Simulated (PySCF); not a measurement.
An unknown is described by computed data only.

Formula: C3H8O2S.

| Property | Result |
| --- | --- |
| Dipole | 5.03 D [CAM-B3LYP/def2-SVPD] |
| 13C NMR | chemical shifts (computed TMS as zero) by class: 57.1 (1 C), 44.0 (1 C), 10.5 (1 C) ppm [GIAO PBE0/pcSseg-1] |
| Rotational structure | rotational constants A, B, C: 4.174, 2.434, 2.311 GHz [GFN2-xTB] |
| Triplet | lowest triplet excitation (Tamm–Dancoff): 7.54 eV [TDA CAM-B3LYP/def2-SVPD] |
| NMR, other nuclei | isotropic shieldings of nuclei other than C and H, by class: 125 (2 O), 199 (1 S) ppm [GIAO PBE0/pcSseg-1] |
| UV, first state | lowest singlet excitation: 7.73 eV (160 nm, f = 0.024) [TDDFT CAM-B3LYP/def2-SVPD] |
| 1H NMR | chemical shifts (computed TMS as zero) by class: 2.69 (2 H), 2.50 (3 H), 1.37 (3 H) ppm [GIAO PBE0/pcSseg-1] |
| Polarisability | 63.7 au [CAM-B3LYP/def2-SVPD] |
| UV, strongest line | among the 8 lowest singlet transitions: S7 at 8.81 eV (141 nm, f = 0.099) [TDDFT CAM-B3LYP/def2-SVPD] |

The electronic properties come from PySCF, for the isolated species, density fitting. Levels stand in brackets. Isolated species at its GFN2-xTB geometry (one conformer only). NMR classes are plain means over equivalent atoms (diastereotopic ones count apart unless rotation or inversion swaps them), as if these changed places fast.

Task: Propose a structure and show how it fits.

Result: Numbering: `[CH3:1][CH2:2][S:3]([CH3:4])(=[O:5])=[O:6]`. 3 carbons fall into 3 classes; from least to most shielded: sp3 carbon bound to sulfur [C2] (57.1 ppm), S-methyl carbon [C4] (44.0 ppm), methyl carbon [C1] (10.5 ppm). Hydrogen classes from least to most shielded: 2 H on an sp3 carbon bound to sulfur, C2 (2.69 ppm), 3 H on an S-methyl carbon, C4 (2.50 ppm, a mean of values up to 0.6 ppm apart in this geometry), 3 H on a methyl carbon, C1 (1.37 ppm, a mean of values up to 0.9 ppm apart in this geometry). The other shieldings belong to: 125 ppm, sulfonyl oxygen [O5/O6]; 199 ppm, sulfonyl sulfur [S3]. The optimised geometry has point group C1 and is an asymmetric top. Structure: ethyl methyl sulfone (`CCS(C)(=O)=O`). Computed isomers that give other values at the same levels: `COC[S@@](C)=O` (rotational constant A: 4.350 GHz; this holds for the one conformer computed). The assignments are read from this structure; whether some other isomer fits the data as well wasn't checked.

Conformer computed: `[CH3:1][CH2:2][S:3]([CH3:4])(=[O:5])=[O:6]`: C1–C2–S3–C4 -65°.
